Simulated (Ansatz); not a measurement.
A made-up structure of LiBH2S, singlet:

```
atom    x (Å)    y (Å)    z (Å)
 Li1   1.0357  -0.4028   1.2764
  S2  -0.4857  -1.4508   0.1650
  B3  -0.2685   0.1889  -0.3702
  H4  -1.0912  -2.6603   0.3067
  H5   0.5785   0.9244   0.1788
```

It is relaxed with PBE-D4/def2-SVP and then PBE0-D4/def2-TZVP (Ansatz 0.2.0). Atoms count as bonded within 1.22 times the sum of their covalent radii (H–H: 0.88 Å). The end point is not checked to be a true minimum.

Does its bonding change? (A judgement: the text doesn't fix the answer.)

By the calculation: Yes. Formed: none; broken: Li1–S2, Li1–H5.

Where it ends: The first stage lowers the energy by 2.98 eV in 28 steps. It ends as LiBH₂S ([Li][BH][SH]):
```
5
angstrom
Li 0.5041 0.2864 2.2606
S -0.5995 -1.5916 -0.5903
B 0.2514 -0.2245 0.1778
H -1.0825 -2.2852 0.4589
H 0.6952 0.4142 -0.7503
```

Labels in which every atom is bracketed show which atoms are joined, not bond orders.

For scale, one of the runs: PBE0-D4/def2-TZVP relaxation, 94 basis functions, launched by `ansatz run in.yaml --threads 2 --pin off --events-out ev --progress --plain --max-ram 4352MiB`. Hardware: 2 CPU threads of an Arm Neoverse V2, shared host. Wall time about 7.5 s.
